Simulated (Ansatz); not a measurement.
System: fluorite CeO₂. Method: r²SCAN in Ansatz (PAW).

Run with plane-wave cutoff 560 eV, 12×12×12 k mesh, Fermi–Dirac smearing 0.01 eV, no spin polarisation, scalar-relativistic PAW data made under PBE.

A third-order Birch–Murnaghan fit to the energies gives V0 = 13.395 Å³/atom, B0 = 192 GPa, B′ = 4.4.

```csv
V (Å³/atom),P (GPa)
12.591,13.58
12.859,?
13.127,4.05
13.394,0.00
13.662,-3.63
13.930,?
14.198,-9.82
```

Task: Estimate the withheld pressures from this fit; the answers are the runs' own values.

Result: 
- 12.859, P (GPa): 8.56
- 13.930, P (GPa): -6.89

The formula P = (3/2) B0 (x^(7/3) − x^(5/3)) [1 + (3/4)(B′ − 4)(x^(2/3) − 1)] with x = V0/V meets the computed pressures within 0.05 GPa when these rounded values are put in.

Measured, for comparison: bulk modulus 220 ± 9 GPa (room temperature, no zero-point or thermal correction, our sources range from 220 to 230; as tabulated in High Pressure Brillouin Spectroscopy and X-ray Diffraction of Cerium Dioxide …); equilibrium volume per atom 13.06 Å³/atom (0 K, extrapolated to 0 K; as tabulated in Stimac et al. (2024), arXiv:2411.06536). Computed (rounded) less measured: bulk modulus -13 % (-13 % to -17 % over the range), equilibrium volume per atom +2.5 %.

Spin–orbit coupling is not included.

The computed numbers hold no vibrational or temperature effects.

Computing time: roughly 4 core-minutes.

Ansatz is a quantum-chemistry and plane-wave program.
